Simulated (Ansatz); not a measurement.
Reaction (homolysis of the B–O bond): `BOC` → `[BH2]`• + `C[O]`•

Program: Ansatz. Geometries: PBE0-D4/def2-TZVP. ΔE: electronic, gas phase. CCSD(T)/CBS adds triple-zeta CCSD(T) − MP2 to the extrapolated MP2 energy (def2 sets, frozen cores). This one scheme is used for every species. DFT in def2-TZVPP. B3LYP here is the variant with VWN-RPA as its local correlation; programs differ in this. Open shells (•) are unrestricted, without spin–orbit coupling.

```csv
level,ΔE (eV),difference from CCSD(T)/CBS
revPBE-D4,6.04,-0.40
PBE0-D4,6.17,-0.27
B3LYP-D4,6.15,-0.29
r2SCAN0-D4,5.99,-0.45
ωB97X-V,6.29,-0.15
PBE-QIDH,6.31,-0.13
BLYP,6.02,-0.42
RPA@PBE/def2-TZVPP,6.04,-0.40
MP2/def2-TZVPP,6.65,0.21
MP2/CBS(def2),6.78,0.34
CCSD(T)/CBS,6.44,0
```

Largest T1 diagnostic among the species: 0.019.

From BLYP to BHLYP (50 % exact exchange), in def2-TZVPP and without D4, ΔE moves by −0.05 eV: exact exchange takes away binding that semilocal exchange gives to molecules. Leaving LDA and LC-ωPBE aside and taking each functional with its dispersion term where it has one, the values, not all of them listed here, spread over 0.40 eV, from r2SCAN0-D4 to ωB97M-V. LDA lies +0.88 eV from PBE without D4, its usual overbinding. The D4 term adds +0.07 eV with B3LYP and +0.04 eV with PBE0; it sums over pairs of atoms, weighted by their polarisabilities, and B3LYP, whose exchange is more repulsive, gets the larger term.
